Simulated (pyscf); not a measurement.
**Insertion: HO–Si:–OH (SMILES O[Si]O) [singlet] + NH₃ (SMILES N) -> H₂N–SiH(OH)–OH (SMILES N[SiH](O)O)**

Gas phase, singlet surface, charge 0. Bonds broken: N6–H7. Bonds formed: Si2–N6, Si2–H7. Structures and frequencies: ωB97X-D3(BJ)/def2-SVP in PySCF. MP2 and CC: frozen core, UHF for open shells. ΔMP2 is the change of the MP2 total energy from the triple- to the quadruple-zeta basis.

Transition state (Å):

```xyz
9

O     -0.7515     2.1408    -0.3445
Si    -0.7256     0.5429     0.1899
O      0.8110    -0.0688    -0.0592
H     -1.2669     2.2834    -1.1452
H      1.5037     0.6058    -0.0625
N     -0.8891     0.8868     2.0364
H     -1.8142     0.1212     1.3014
H     -0.3904     0.3052     2.7103
H     -1.0974     1.8189     2.4013
```

One imaginary mode, 1596i cm⁻¹; descent along it reached the two sides named, in the forms told below.

| bond | change | reactant side (Å) | saddle | product side |
|---|---|---|---|---|
| N6–H7 | breaks | 1.021 | 1.408 | 2.7 |
| Si2–N6 | forms | 2.150 | 1.885 | 1.715 |
| Si2–H7 | forms | 2.8 | 1.612 | 1.486 |

Electronic energies relative to the separated reactants (kcal/mol):

| level | barrier | reaction energy | reverse barrier |
|---|---|---|---|
| ωB97X-D3(BJ)/def2-TZVP | 29.1 | -50.9 | 80.0 |
| PBE/def2-TZVP | 23.1 | -42.7 | 65.8 |
| r²SCAN/def2-TZVP | 22.2 | -50.7 | 73.0 |
| B3LYP-D3(BJ)/def2-TZVP | 28.7 | -46.2 | 74.8 |
| PBE0-D3(BJ)/def2-TZVP | 24.9 | -49.0 | 73.9 |
| M06-2X/def2-TZVP | 29.1 | -49.8 | 78.9 |
| ωB97M-D3(BJ)/def2-TZVP | 31.7 | -45.8 | 77.5 |
| HF/def2-TZVP | 46.7 | -50.8 | 97.5 |
| MP2/def2-QZVPP | 28.2 | -50.9 | 79.1 |
| CCSD/def2-TZVPP | 34.5 | -47.5 | 82.0 |
| CCSD(T)/def2-TZVPP | 31.4 | -47.0 | 78.4 |
| CCSD(T)/def2-TZVPP + ΔMP2(QZVPP) | 30.6 | -47.7 | 78.3 |

With CCSD(T)/def2-TZVPP + ΔMP2(QZVPP) energies and thermal terms (ideal gas, 1 atm, RRHO with modes under 100 cm⁻¹ raised to 100, one conformer, R ln 2 for chiral ones without a mode under 150 cm⁻¹), in kcal/mol:

```csv
T (K),ΔH‡,ΔG‡,ΔH,ΔG
298,28.1,38.1,-47.9,-38.0
600,28.7,48.1,-47.0,-28.2
900,29.6,57.6,-45.7,-19.1
1200,30.6,66.7,-44.3,-10.4
```

On the reactant side the descent ends in an adduct with a N–Si contact, 11.7 kcal/mol under the separated species and 40.9 kcal/mol under the saddle at ωB97X-D3(BJ)/def2-TZVP. What is counted as formed (N–Si) is already present as a longer contact in the reactant adduct; forming that adduct is a step of its own. This is the saddle that the search found; another between the same sides may lie lower. The CCSD(T) − MP2 part came from Ansatz, without density fitting, on the same reference.
